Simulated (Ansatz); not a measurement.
# SiO2: computed properties

Method: DFT r2SCAN, scalar-relativistic, plane waves, PAW (Ansatz).

Plane waves to 500 eV, a k mesh through Γ of 4×4×4 on the computed 24-atom cell and Gaussian smearing (0.02 eV); no spin polarisation.

The structure is relaxed at this level of theory with its symmetry kept. This form isn't the usual stable structure of the compound.

Symmetry: Ia-3, No. 206, cubic system. Conventional cell: a = 8.447 Å, b = 8.447 Å, c = 8.447 Å, α = 90.00°, β = 90.00°, γ = 90.00°. Si (site symmetry 3) has 4 O at 1.59 to 1.62 Å as nearest neighbours. O (site symmetry 2) has 2 Si at 1.62 Å as nearest neighbours. O (site symmetry -3) is surrounded by 2 Si at 1.59 Å.

| Item | Value |
| --- | --- |
| Volume per atom | 12.56 Å³ |
| Formation energy from the elements' standard states (uncorrected) | -3.000 eV/atom |
| Generalised Kohn–Sham band gap | 6.59 eV, indirect from H to Γ |
| Löwdin character of the top 1 eV of the valence band | O 2p 97 % |
| Löwdin character of the lowest 1 eV of the conduction band | Si 3s 45 %, O 2s 22 %, Si 3p 17 %, unprojected 12 % |
| Electron masses at the edge by Cartesian direction of the standard setting (m_e; degenerate bands sorted by energy; no spin-orbit coupling) | x: 0.49; y: 0.49; z: 0.49 |
| Hole masses at the edge by Cartesian direction of the standard setting (m_e; degenerate bands sorted by energy; no spin-orbit coupling) | x: 17, 3.6, 1.6; y: 17, 3.6, 1.6; z: 17, 3.6, 1.6 |
| Bulk modulus | 54 GPa |
| Its pressure derivative | 1.6 |
| Electronic dielectric constant xx, yy, zz of the standard setting (independent particles) | 2.4, 2.4, 2.4 |

Cost: 12 runs of about 39 core-minutes in all, on Intel Xeon Platinum 8488C (Sapphire Rapids) (shared hosts).